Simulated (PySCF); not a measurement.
# Potential energy of OF⁺ along the bond

Set-up: PySCF, no relativity, basis sets O def2-SVP, F def2-SVP. Energies in eV from O⁺ + F in their ground configurations at the same level. State: ³Σ⁻ (triplet), unpaired electrons π ↑↑.

All columns are PBE0. A positive dipole points towards F; it is taken about the centre of mass and depends on that origin.

| R (Å) | E (eV) | μ (D) | Mulliken charge on O (basis-dependent) | HOMO (eV) | LUMO (eV) | Mayer bond order | ⟨S²⟩ |
| --- | --- | --- | --- | --- | --- | --- | --- |
| 1.042 | -1.988 | -0.16 | 0.57 | -22.23 | -14.93 | 1.62 | 2.01 |
| 1.090 | -2.859 | -0.35 | 0.61 | -22.76 | -15.46 | 1.61 | 2.01 |
| 1.138 | -3.327 | -0.53 | 0.64 | -23.19 | -15.91 | 1.61 | 2.01 |
| 1.175 | -3.487 | -0.66 | 0.66 | -23.47 | -16.21 | 1.61 | 2.01 |
| 1.211 | -3.526 | -0.80 | 0.68 | -23.71 | -16.47 | 1.60 | 2.01 |
| 1.247 | -3.475 | -0.93 | 0.69 | -23.90 | -16.70 | 1.60 | 2.01 |
| 1.296 | -3.302 | -1.10 | 0.71 | -24.11 | -16.95 | 1.59 | 2.01 |
| 1.356 | -2.977 | -1.30 | 0.72 | -24.25 | -17.20 | 1.57 | 2.01 |
| 1.429 | -2.499 | -1.53 | 0.74 | -24.27 | -17.40 | 1.52 | 2.02 |
| 1.526 | -1.833 | -1.82 | 0.75 | -23.95 | -17.47 | 1.37 | 2.07 |

A fit through these points gives, at Re = 1.207 Å, μ = -0.78 D and dμ/dR = -3.64 D/Å; the reduced mass is 8.684 u.

How strong is the fundamental in the double-harmonic approximation, I = 42.26·(dμ/dR)²/μred km/mol?

I = 42.26·(-3.64)²/8.684 = 64.5 km/mol at PBE0.

For an ion De counts to the pair picked by the measured ionisation energies or electron affinities, which need not be the lowest pair at this level. The state is the lowest determinant that a PBE0 search found; another state may lie lower at other levels.
